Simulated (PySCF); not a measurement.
Reaction (SMILES): S (H2S) + H+ → [SH3+]
B3LYP-D3(BJ)/def2-TZVP geometries, fixed; electronic energies without zero-point terms; positive where energy is released.

Basis-set convergence of the proton affinity at HF with PySCF. All functions are spherical. Density fitting with generated auxiliary sets. No added dispersion term, no relativity. Functions are those of the species that has most. Reference: the value in aug-pcseg-3, 176.85 kcal/mol, itself unsure by roughly 0.11 kcal/mol (its mean distance from aug-cc-pV(Q+d)Z, def2-QZVPPD, pcseg-3). Deviations are taken from unrounded values.

```tsv
basis	functions	proton affinity (kcal/mol)	minus reference (kcal/mol)
6-31G**	33	173.57	-3.28
def2-SVP	33	175.76	-1.09
pcseg-1	33	174.03	-2.82
6-311G**	44	175.15	-1.70
def2-SVPD	51	174.42	-2.43
aug-pcseg-1	54	174.90	-1.95
6-311++G(2d,2p)	65	176.11	-0.74
cc-pV(T+d)Z	81	176.74	-0.11
def2-TZVPP	84	176.80	-0.05
jun-cc-pV(T+d)Z	90	176.47	-0.38
def2-TZVPPD	102	176.60	-0.25
aug-pcseg-2	119	176.33	-0.51
aug-cc-pV(T+d)Z	124	176.51	-0.33
cc-pV(Q+d)Z	154	176.77	-0.08
def2-QZVPP	160	176.77	-0.08
pcseg-3	163	176.87	0.02
aug-cc-pV(Q+d)Z	227	176.69	-0.16
aug-pcseg-3	236	176.85	0.00
```
